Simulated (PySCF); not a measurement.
Match the calculated data to a structure.

All candidates are C4H12N2.

| technique | computed result |
| --- | --- |
| Rotational structure | rotational constants A, B, C: 6.858, 1.708, 1.565 GHz [PBE0-D3(BJ)/def2-SVP] |
| XPS | C1s 290.2, C1s 290.5, C1s 290.6, C1s 291.0, N1s 405.3, N1s 405.6 eV [ΔSCF SCAN, pcX-2 on the ionised atom, pcseg-1 elsewhere, spin-free X2C] |
| Couplings | largest of the computed one-bond spin–spin couplings (means over like bonds): 13C–1H +139.3 (×2), 13C–1H +131.7 (×3), 13C–1H +129.9 (×2), 13C–1H +127.3 (×2), 15N–1H -70.8 (×2), 15N–1H -70.5, 13C–13C +37.7, 13C–13C +37.1 Hz [B3LYP/pcJ-1, spin–dipole term left out for some pairs] |
| Dipole | 1.66 D [B3LYP/def2-SVPD] |
| 13C NMR | chemical shifts (computed TMS as zero) by class: 54.6 (1 C), 29.9 (1 C), 22.0 (1 C), 16.5 (1 C) ppm [GIAO PBE0/pcSseg-1] |
| NMR, other nuclei | isotropic shieldings of nuclei other than C and H, by class: 193 (1 N), 197 (1 N) ppm [GIAO PBE0/pcSseg-1] |
| 1H NMR | chemical shifts (computed TMS as zero) by class: 2.66 (2 H), 2.54 (2 H), 2.17 (1 H), 1.23 (2 H), 1.01 (3 H), 0.97 (2 H) ppm [GIAO PBE0/pcSseg-1] |
| Triplet | lowest triplet excitation (Tamm–Dancoff): 5.38 eV [TDA B3LYP/def2-SVPD] |

The electronic properties come from PySCF, for the isolated species, density fitting. Levels stand in brackets. The structure is a single PBE0-D3(BJ)/def2-SVP conformer in the gas phase; no vibrational or solvent corrections. Each NMR value is the plain mean over a class of atoms that symmetry, rotation or inversion makes alike.

Question: Which candidate is it?
A. `CC(C)(C)NN`
B. `CNCCCN`
C. `CC(CN)CN`
D. `CCCCNN`

Answer: D. It is `CCCCNN`. Numbering: `[CH3:1][CH2:2][CH2:3][CH2:4][NH:5][NH2:6]`. Its formula, C4H12N2, gives 0 degrees of unsaturation, so no ring and no π bond. 4 carbons fall into 4 classes; from least to most shielded: sp3 carbon bound to nitrogen [C4] (54.6 ppm), chain CH2 carbon [C3] (29.9 ppm), chain CH2 carbon [C2] (22.0 ppm), methyl carbon [C1] (16.5 ppm). Hydrogen classes from least to most shielded: 2 H on an sp3 carbon bound to nitrogen, C4 (2.66 ppm, a mean of values up to 0.6 ppm apart in this geometry), 2 H on a hydrazine nitrogen, N6 (2.54 ppm), 1 H on a hydrazine nitrogen, N5 (2.17 ppm), 2 H on a chain CH2 carbon, C3 (1.23 ppm, a mean of values up to 1.1 ppm apart in this geometry), 3 H on a methyl carbon, C1 (1.01 ppm), 2 H on a chain CH2 carbon, C2 (0.97 ppm). The other shieldings belong to: 193 ppm, hydrazine nitrogen [N6]; 197 ppm, hydrazine nitrogen [N5]. The couplings run between: +139.3 Hz, sp3 carbon bound to nitrogen [C4] and its hydrogen (with 1 like pair); +131.7 Hz, methyl carbon [C1] and its hydrogen (with 2 like pairs); +129.9 Hz, chain CH2 carbon [C3] and its hydrogen (with 1 like pair); +127.3 Hz, chain CH2 carbon [C2] and its hydrogen (with 1 like pair); -70.8 Hz, hydrazine nitrogen [N6] and its hydrogen (with 1 like pair); -70.5 Hz, hydrazine nitrogen [N5] and its hydrogen; +37.7 Hz, methyl carbon [C1] and chain CH2 carbon [C2]; +37.1 Hz, chain CH2 carbon [C2] and chain CH2 carbon [C3]. The core levels belong to: C1s 290.2 eV, chain CH2 carbon [C3]; C1s 290.5 eV, chain CH2 carbon [C2]; C1s 290.6 eV, methyl carbon [C1]; C1s 291.0 eV, sp3 carbon bound to nitrogen [C4]; N1s 405.3 eV, hydrazine nitrogen [N5]; N1s 405.6 eV, hydrazine nitrogen [N6]. The optimised geometry has point group C1 and is an asymmetric top.

The others, at the same levels:
- `CNCCCN` fails: its computed 13C shifts are 55.8 (1 C), 48.3 (1 C), 35.1 (1 C), 25.5 (1 C) ppm, 1H shifts are 2.93 (2 H), 2.81 (2 H), 2.31 (3 H), 2.27 (1 H), 1.30 (2 H), 0.29 (2 H) ppm and lowest triplet excitation (Tamm–Dancoff) is 5.00 eV (against 5.38 eV).
- `CC(CN)CN` fails: it has 3 carbon classes against 4; its computed 13C shifts are 50.5 (2 C), 45.2 (1 C), 15.6 (1 C) ppm, core binding energies are C1s 290.2, C1s 290.3, C1s 291.2 (×2), N1s 404.9 (×2) eV and 1H shifts are 2.64 (2 H), 1.85 (2 H), 1.10 (3 H), 0.68 (1 H), 0.13 (4 H) ppm.
- `CC(C)(C)NN` fails: its computed core binding energies are C1s 290.4 (×3), C1s 291.2, N1s 405.1, N1s 405.4 eV, rotational constant A is 4.408 GHz (against 6.858 GHz) and smallest rotational constant is 2.685 GHz (against 1.565 GHz).

Each candidate is one conformer, not necessarily the lowest. Dipoles, sizes and rotational constants follow the conformer. The torsions of the flexible species, by atom-mapped SMILES:
- `[CH3:1][CH2:2][CH2:3][CH2:4][NH:5][NH2:6]`: C1–C2–C3–C4 -179°, C2–C3–C4–N5 -60°, C3–C4–N5–N6 -60°, H–N6–N5–C4 90°, H–N6–N5–C4 -150°
- `[CH3:1][NH:2][CH2:3][CH2:4][CH2:5][NH2:6]`: C1–N2–C3–C4 71°, N2–C3–C4–C5 67°, C3–C4–C5–N6 -64°, H–N6–C5–C4 177°, H–N6–C5–C4 -65°
- `[CH3:1][CH:2]([CH2:3][NH2:4])[CH2:5][NH2:6]`: C1–C2–C3–N4 60°, C1–C2–C5–N6 -59°, H–N4–C3–C2 -174°, H–N4–C3–C2 68°, H–N6–C5–C2 -56°, H–N6–C5–C2 62°
- `[CH3:1][C:2]([CH3:3])([CH3:4])[NH:5][NH2:6]`: C1–C2–N5–N6 63°, H–N6–N5–C2 36°, H–N6–N5–C2 -85°
